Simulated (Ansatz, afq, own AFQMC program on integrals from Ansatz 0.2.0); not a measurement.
Where AFQMC and coupled cluster stand for PdSiH₂, triplet

```xyz
4

Pd   -0.0083    0.0000    0.4035
Si    0.0686    0.0000   -1.3839
H    -0.5148   -1.2227   -2.0200
H    -0.5148    1.2227   -2.0200
```

Connectivity, by distances: Pd–SiH2.

Basis def2-SVP with its core potentials. Noble-gas cores (and the filled d shells of Ga–Kr and In–Xe) are frozen. AFQMC by an in-house program on the Cholesky factors that Ansatz 0.2.0 writes for its CCSD(T) run. The CISD trial takes its coefficients from CCSD amplitudes. Released means that phaseless walkers are propagated on without the constraint, phases kept. Uncertainties: one standard error, sampling alone. No spin–orbit coupling. The metal's outer-core s and p shells are frozen, which shifts wave-function levels against functionals.

Determinant: UHF, the one that the program's search chose, which needn't be the lowest solution. The geometry is a point of a scan.

No full CI on the walks' own integrals is used here; CCSDT(Q) serves as the reference and is uncertain by about the last step of the cluster series.

Cautions: no spin-orbit coupling; outer-core shells of the metal frozen; lower spins were not checked; higher spins were not checked.

* T1 diagnostic: 0.0222
* weight of the determinant in the CISD state: 0.861
* ⟨S²⟩ of the determinant: 2.015
* size of the correlated space: 16 electrons in 50 orbitals

Reference: CCSDT(Q), correlation energy -10.031 eV. The released energy is read at 2.60 1/Eh (meV from the phaseless value at times in 1/Eh: -5 ± 4 at 0.24, -5 ± 4 at 0.60, -16 ± 5 at 1.20, -17 ± 9 at 1.80, -1 ± 11 at 2.60).

```
         level  E − E(reference) (kJ/mol)  share of correlation (%)
            HF                      967.8                      0.00
           MP2                       41.7                     95.69
          CCSD                       37.7                     96.11
       CCSD(T)                        0.1                     99.98
         CCSDT                       -0.1                    100.01
 ph-AFQMC/CISD                  0.2 ± 0.6                     99.98
released AFQMC                  0.1 ± 1.0                     99.99
```

A walk keeps the symmetry of its determinant, which the program's search chose and which needn't be the lowest solution, so a lower state of the same spin and another symmetry isn't excluded. Released energies are given only where the last usable release times agree within the noise; a slower fall can still hide under it.
